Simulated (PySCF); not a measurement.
Molecule: thiophen-2-ol (SMILES Oc1cccs1).

Cartesian coordinates in Å; atom numbers follow the order of the lines, from 1:
```xyz
10

O     2.323    0.057   -0.370
C     0.995    0.098   -0.137
C     0.116   -0.924   -0.303
C    -1.209   -0.553    0.029
C    -1.321    0.731    0.439
S     0.204    1.541    0.434
H     2.730    0.909   -0.177
H     0.408   -1.898   -0.648
H    -2.043   -1.227   -0.038
H    -2.193    1.271    0.748
```

Frames of a GFN2-xTB Langevin trajectory at 600 K; GIAO PBE0/pcSseg-1 shieldings in PySCF 2.14.0 with density-fitted response routines, gas phase, non-relativistic; equivalent atoms averaged within each frame.

Chemical shifts δ = σref − σ; ¹⁷O (336.08 ppm) against H2O; ¹³C (186.93 ppm) and ¹H (31.72 ppm) against TMS; ³³S (503.73 ppm) against CS2, all at this level. The references are static minima.

**Question.** How do the shifts (ppm) fluctuate along the trajectory?

**Answer.** 
```
         time (fs)     O1     C2     C4     C5     C3   S6    H9   H10    H8    H7
optimised geometry  114.1  171.1  131.0  114.8  107.6  185  6.83  6.10  6.36  4.50
               250  117.4  166.8  135.4  130.2  107.4  186  7.25  6.96  5.59  4.97
               425  128.1  183.9  124.2  108.3  105.8  234  7.53  5.92  6.15  4.41
               625  102.3  175.0  119.6  127.2  119.6  244  5.55  6.62  6.40  3.54
               800  100.2  178.8  146.5  121.9  120.2  216  8.01  7.22  7.53  3.53
              1000  125.9  190.2  130.6  126.0  117.9  288  6.94  6.35  7.38  4.81
    mean of frames  114.8  178.9  131.3  122.7  114.2  233  7.06  6.62  6.61  4.25
standard deviation   13.0    8.9   10.4    8.6    7.0   37  0.93  0.51  0.83  0.69
```

5 frames give an uncertainty of the mean of about the standard deviation over 2.2 at best, since frames this close in time may not be independent; classical motion lacks zero-point vibration, and the reference would need the same averaging.
